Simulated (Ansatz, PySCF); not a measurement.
The scaffold HS-X carries different groups X. Isolated molecules, 0 K electronic values unless said otherwise. One relaxed conformer stands for each flexible species; it need not be the lowest. Strings in code marks are SMILES.

Quantity: vertical ionisation energy (energy after one electron is removed minus that of the parent at the parent's geometry), in eV.

Level 1: frozen-core CCSD(T)/cc-pVTZ // B3LYP-D3(BJ)/def2-TZVP (Ansatz, an electronic-structure program)
Level 2: PBE-D3(BJ)/def2-TZVP // B3LYP-D3(BJ)/def2-TZVP (PySCF)
Level 3: minus the HOMO energy of B3LYP-D3(BJ)/def2-TZVP (PySCF)
Level 4: minus the HOMO energy of HF/6-31G* // B3LYP-D3(BJ)/def2-TZVP (PySCF)

```csv
species,level 1,level 2,level 3,level 4
`CC#CS`,8.86,8.50,6.28,8.96
`BS`,…,11.01,8.19,…
`SC1CC1` (H–S–C–C torsion 74°),…,8.88,6.55,9.59
"`OCS` (H–O–C–S torsion 52°, O–C–S–H torsion 65°)",…,9.43,6.98,10.17
`CS`,9.38,9.28,…,9.70
`COS` (C–O–S–H torsion 81°),9.49,…,6.72,9.99
`S`,10.31,10.35,…,10.45
`FCS` (F–C–S–H torsion 76°),10.14,…,7.34,10.50
```

**Question.** What belongs in the gaps?

**Answer.** 
- `BS`, level 1: 10.91
- `BS`, level 4: 10.98
- `SC1CC1` (H–S–C–C torsion 74°), level 1: 9.18
- `OCS` (H–O–C–S torsion 52°, O–C–S–H torsion 65°), level 1: 9.72
- `CS`, level 3: 6.54
- `COS` (C–O–S–H torsion 81°), level 2: 9.35
- `S`, level 3: 7.23
- `FCS` (F–C–S–H torsion 76°), level 2: 10.06
